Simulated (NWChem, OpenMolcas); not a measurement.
From OpenMolcas to NWChem

OpenMolcas 26.06 runs this on C2F2 (SMILES FC#CF):

test.input:
```
* C2F2 Kohn-Sham DFT
>>> EXPORT MOLCAS_PRINT=2

&GATEWAY
  BasLib=$CurrDir
  Coord
  4
  bohr
  F     -0.25775864     0.24188494     3.50128456
  C     -0.06368377     0.05706973     1.10208828
  C      0.11602918    -0.11413946    -1.12136348
  F      0.31010406    -0.29895467    -3.52055977
  Basis=cc-pVTZ
  Group=NoSym

&SEWARD
  GridInput
  Grid=UltraFine
  End of Grid

&SCF
  KSDFT=M062X
  Thresholds=1e-10 1e-07 1e-07 1e-05
  PrOrbitals=1 1

&ALASKA
```

```bash
$ export MOLCAS_MEM=1860
$ pymolcas test.input > test.log
```

(Basis files named in the input come from the Basis Set Exchange and aren't shown.)

The shape is that of a PBE0-D4/def2-TZVP optimisation.

It gives a total energy of -275.767144 Eh.

Task: Write the same calculation for NWChem 7.3.0 as an input file of the program's own.

Result: For example:

run.nw:
```
start run
memory total 2200 mb

geometry noautosym nocenter noautoz
  F    -0.136400    0.128000    1.852800
  C    -0.033700    0.030200    0.583200
  C     0.061400   -0.060400   -0.593400
  F     0.164100   -0.158200   -1.863000
end

basis "ao basis" spherical bse
  * library cc-pVTZ
end

dft
  xc m06-2x
  grid fine
  convergence energy 1e-08
  iterations 100
  mulliken
end

task dft gradient
```

```bash
$ nwchem run.nw > run.out
```

Its energy is -275.767142 Eh, 0.002 mEh from the first.
